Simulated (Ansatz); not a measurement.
## What a trial cell of Zn2Pt relaxes into

All numbers below come from DFT PBE, scalar-relativistic, plane waves, PAW in Ansatz 0.2.0. Cutoff 420 eV, Γ-centred k mesh, Gaussian smearing, no spin polarisation in the final step.

Zn2Pt was placed on the tetragonal zirconia structure type (P4_2/nmc, No. 137), with Pt in place of Zr, Zn in place of O, at a guessed volume.

```
Zn Pt
1.0
     4.00705    0.00000    0.00000
     0.00000    4.00705    0.00000
     0.00000    0.00000    5.76861
Zn Pt
4 2
Direct
  0.00000 0.50000 0.20300
  0.00000 0.50000 0.70300
  0.50000 0.00000 0.29700
  0.50000 0.00000 0.79700
  0.00000 0.00000 0.00000
  0.50000 0.50000 0.50000
```

Cell and atoms relax at zero pressure; the relaxation can't lower the symmetry of the start. After a coarse first stage the cell is made exact in the group found at 0.06 Å.

Energies over the elements count from the elements' standard structures at the same level, with no empirical corrections.

(1) Describe the relaxed structure.

(2) What are its volume, energy, density and gap?

Answers

(1) It ends in Fm-3m (No. 225). The result has the fluorite structure. Conventional cell: a = 5.974 Å. Zn has 4 Pt at 2.59 Å and 6 Zn at 2.99 Å; Pt has 8 Zn at 2.59 Å.

Space group Fm-3m (No. 225). a = 5.974 Å, b = 5.974 Å, c = 5.974 Å, α = 90.00°, β = 90.00°, γ = 90.00°
| atom | site | symmetry | x | y | z |
| --- | --- | --- | --- | --- | --- |
| Zn | 8c | -43m | 0.2500 | 0.7500 | 0.7500 |
| Pt | 4a | m-3m | 0.0000 | 0.0000 | 0.0000 |

(2) The volume per atom is 17.76 Å³. The density is 10.15 g/cm³, the energy over the elements is -0.35 eV/atom and the gap on the 16×16×16 mesh is 0 eV (a metal).

The final run used a 16×16×16 mesh on its 3-atom cell and 0.10 eV smearing. The k mesh leaves about 4 meV/atom of noise in metals. Spin–orbit coupling is left out. Symmetry constrained the relaxation, so the result can be a saddle point. The steps took about 2.9 core-minutes in all.